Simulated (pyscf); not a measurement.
Optimised with ωB97X-D3(BJ)/def2-SVP in PySCF. Correlated levels are frozen-core, on RHF or UHF. ΔMP2 is the change of the MP2 total energy from the triple- to the quadruple-zeta basis.

Question: Estimate by transition-state theory the rate constant of H₃Si–AsH₂ + H• -> AsH₂• + SiH₄ (doublet surface; As–Si broken, H–Si formed) at 600 K, with CCSD(T)/def2-TZVPP + ΔMP2(QZVPP) energies (ideal gas, 1 atm, RRHO with modes under 100 cm⁻¹ raised to 100, one conformer, R ln 2 for rigid chiral ones; no tunnelling).

Answer: The electronic barrier is 4.3 kcal/mol and the thermal terms add +14.3, so ΔG‡ = 18.6 kcal/mol. With k_BT/h = 1.25e+13 s⁻¹ and RT = 1.192 kcal/mol, and a volume of 8.18e-20 cm³ per molecule at 1 atm, k = 1.7e-13 cm³ molecule⁻¹ s⁻¹. Wigner's tunnelling factor for 503i cm⁻¹ would be 1.06. A shift of 1 kcal/mol in the barrier changes k by a factor 2.3. One saddle was located; it need not be the lowest between these sides. The angle at the attacked Si is 69° (front-side attack). The CCSD(T) − MP2 part came from Ansatz, without density fitting, on the same reference. The frozen core leaves the outer d or s,p core shells of the metals and heavy elements correlated in the MP2 and CC values, and def2-TZVPP describes them poorly, which can shift differences by a few kcal/mol. Elements up to Kr have no core potential and no relativistic terms here.
